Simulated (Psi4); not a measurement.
Process, species as SMILES: P (PH3) → [PH2-] + H+
B3LYP-D3(BJ)/def2-TZVP geometries, fixed; electronic energies without zero-point terms.
Largest species:
```xyz
4

P      0.0029     0.0016     0.1282
H     -0.0038     1.1839    -0.6561
H      1.0120    -0.6137    -0.6568
H     -1.0521    -0.5944    -0.6098
```
Charge 0, spin multiplicity 1.

Effect of the grid (radial, spherical points) at PBE/cc-pV(T+d)Z with Psi4, against the last row, where the deprotonation energy is 378.96 kcal/mol.

```tsv
setting	grid points, largest species	largest shift of a total energy (mEh)	shift of the deprotonation energy (kcal/mol)
grid: 35, 110	15120	0.834	0.048
grid: 50, 194	37962	0.025	0.006
grid: 75, 302	87455	0.001	0.000
grid: 99, 590	224163	0.000	0.000
grid: 150, 974	559666	0.000	0.000
```

Within 0.02 kcal/mol in the deprotonation energy: grid: 50, 194; grid: 75, 302; grid: 99, 590. The largest shift is 0.834 mEh in a total energy and 0.048 kcal/mol in the difference.
